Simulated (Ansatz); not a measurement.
`C[SiH2]N` + H₂O → `C[SiH2]O` + NH₃ at 500 K and 1 bar (formal hydrolysis of the Si–N bond).

Isolated molecules relaxed with PBE0-D4/def2-TZVP in Ansatz; ΔE leaves out vibrations. CCSD(T)/CBS adds triple-zeta CCSD(T) − MP2 to the extrapolated MP2 energy (def2 sets, frozen cores). This one scheme is used for every species. One conformer a species, not always the lowest.

```
   species  CCSD(T)/CBS energy (Eh)  H − E (kJ/mol)  S (J/(mol·K))
`C[SiH2]N`               -386.08232           247.9          360.4
       H₂O                -76.37941            73.2          206.3
`C[SiH2]O`               -405.96945           214.0          347.9
       NH₃                -56.50880           108.2          211.8
```

H − E and S are ideal-gas, rigid-rotor, harmonic terms from PBE0-D4/def2-TZVP, for one conformer and one mirror image of each species. 1 Eh = 2625.50 kJ/mol, R = 8.31446 J/(mol·K).

Problem. By hand: ΔE, ΔH, ΔS and ΔG.

Solution. ΔE = (-405.96945) + (-56.50880) − (-386.08232) − (-76.37941) = -0.01652 Eh = -43.4 kJ/mol. Δ(H − E) = 214.0 + 108.2 − 247.9 − 73.2 = 1.1, so ΔH = -42.3 kJ/mol. ΔS = 347.9 + 211.8 − 360.4 − 206.3 = -7.0 J/(mol·K). ΔG = -42.3 − 500 × (-7.0)/1000 = -38.8 kJ/mol.

Problem. By hand: the equilibrium constant, and the temperature at which ΔG would vanish if ΔH and ΔS stayed fixed.

Solution. log₁₀ K = −ΔG/(RT ln 10) = 4.1. ΔG = 0 at ΔH/ΔS = 6043 K, far beyond where these terms or the molecules hold.

The number of gas molecules stays the same, so ΔS is small and ΔH decides. A doubt of 5 kJ/mol in ΔE shifts log₁₀ K by 0.5 here. Other conformers and mirror images would add mixing entropy, several J/(mol·K) or more a flexible species. These are equilibria of isolated gas molecules and say nothing of rates. Largest T1 diagnostic: 0.010 (customary marks: 0.02 for closed shells, 0.045 for open ones).
